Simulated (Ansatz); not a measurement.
A nudged elastic band was laid between two geometries of C₃H₅N (9 atoms, charge 0, multiplicity 1).

These are results of RKS CAM-B3LYP/def2-mTZVP in Ansatz 0.2.0, not measurements.

```yaml
movable_images: 5
climbing_image: yes
spring: 5.0 eV/Å²
optimiser: quadratic models (default)
start_path: IDPP
force_threshold: 0.05 eV/Å
iteration_limit: 60
end_points: relaxed
```

First end point:

```xyz
9
Properties=species:S:1:pos:R:3
N -0.221 1.295 -0.583
C 0.498 0.102 -0.192
C -0.165 -1.203 0.116
C 0.255 -0.519 1.128
H -0.264 1.376 -1.594
H -1.175 1.266 -0.236
H 1.506 0.115 -0.601
H -0.683 -2.073 -0.251
H 0.337 -0.406 2.196
```

Last end point:

```xyz
9
Properties=species:S:1:pos:R:3
N -0.282 1.109 -0.870
C 0.503 0.121 -0.163
C 0.020 -1.271 -0.039
C 0.027 -0.595 1.062
H -1.272 0.969 -0.696
H -0.046 2.047 -0.562
H 1.565 0.310 -0.302
H -0.222 -2.182 -0.560
H -0.205 -0.553 2.113
```

What changes between the two ends?

No bond is made or broken. The dihedral H6–N1–C2–C3 goes from 25 to 157°. The two ends are copies of one structure, up to a mirror image or an exchange of like atoms.

What energy profile does the band end with?

The run converged. The highest image is number 3 of 0 to 6, 0.072 eV above the ends, which have the same energy within 2 meV. A vibrational analysis at the climbing image gives one clearly imaginary mode, 211i cm⁻¹: a first-order saddle point.

```csv
image,path coordinate (Å),energy (eV),dihedral H6–N1–C2–C3 (°)
0,0.00,0.000,25
1,0.43,0.019,46
2,0.86,0.056,69
3,1.29,0.072,92
4,1.72,0.054,114
5,2.15,0.017,135
6,2.58,0.000,157
```

What is the geometry of the highest image?


```xyz
9
Properties=species:S:1:pos:R:3:forces:R:3
N -0.151 1.280 -0.702 0.01 -0.02 0.00
C 0.553 0.149 -0.127 -0.01 -0.01 0.00
C -0.045 -1.219 -0.065 0.00 0.01 0.00
C 0.035 -0.598 1.058 0.01 0.00 0.01
H -0.799 0.987 -1.424 -0.01 0.01 0.00
H -0.680 1.786 -0.001 0.00 0.00 0.00
H 1.630 0.235 -0.253 0.00 0.01 0.00
H -0.326 -2.093 -0.625 0.00 0.00 -0.01
H -0.128 -0.574 2.121 0.00 0.00 0.00
```

What are the harmonic wavenumbers there?

211i, 416, 463, 655, 795, 838, 899, 937, 1050, 1067, 1080, 1236, 1259, 1412, 1700, 1757, 3105, 3260, 3306, 3526, 3604 cm⁻¹.

The band took 5 iterations and of the order of 90 core-seconds.

The run took 45 s on 2 threads of Arm Neoverse V2, with other jobs on the host, peak memory 0.18 GiB.
